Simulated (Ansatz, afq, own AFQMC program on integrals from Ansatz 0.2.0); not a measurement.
AlBH, quartet in 6-31G, levels against full CI

```xyz
3

B     0.0000    0.0000    1.0076
Al    0.0000    0.0000   -3.2004
H     0.0000    0.0000    2.1927
```

Connectivity, by distances: BH ··· Al.

Basis 6-31G. Noble-gas cores (and the filled d shells of Ga–Kr and In–Xe) are frozen. Ansatz 0.2.0 and our own AFQMC program on the same integrals; the CISD trial comes from CCSD amplitudes, and released means the phaseless constraint is let go. Error bars are statistical, one sigma.

Determinant: UHF, the one that the program's search chose, which needn't be the lowest solution. The geometry is a point of a scan.

Full CI on the same integrals is exact in this basis and with this determinant's frozen core.

Cautions: lower spins were not checked; the CCSDT(Q) amplitudes may be one of several solutions (largest double 0.62); the CCSDTQ amplitudes may be one of several solutions (largest double 0.92); the released energy hasn't reached full CI (26 meV above it at 2.40 1/Eh), so no released level is given (meV from the phaseless value at times in 1/Eh: -0.3 ± 0.7 at 0.24, -1.2 ± 0.7 at 0.51, -2.8 ± 0.6 at 0.99, -3.9 ± 0.7 at 1.62, -4.6 ± 0.6 at 2.40).

```
T1 diagnostic                               : 0.0130
weight of the determinant in the CISD state : 0.925
⟨S²⟩ of the determinant                     : 3.751
size of the correlated space                : 7 electrons in 18 orbitals
```

Reference: full CI, correlation energy -1.746 eV.

| level | E − E(reference) (mEh) | share of correlation (%) |
| --- | --- | --- |
| HF | 64.18 | 0.00 |
| MP2 | 24.57 | 61.72 |
| CCSD | 1.69 | 97.37 |
| CCSD(T) | 1.20 | 98.13 |
| CCSDT | 0.35 | 99.46 |
| CCSDT(Q) | 0.13 | 99.80 |
| CCSDTQ | 0.01 | 99.99 |
| ph-AFQMC/CISD | 1.12 ± 0.03 | 98.25 |

CCSDT and higher add their correlation energy to the determinant of the CCSD(T) run, since their own runs factorise the integrals more tightly (a shift of under 2 meV). A walk keeps the symmetry of its determinant, which the program's search chose and which needn't be the lowest solution, so a lower state of the same spin and another symmetry isn't excluded.
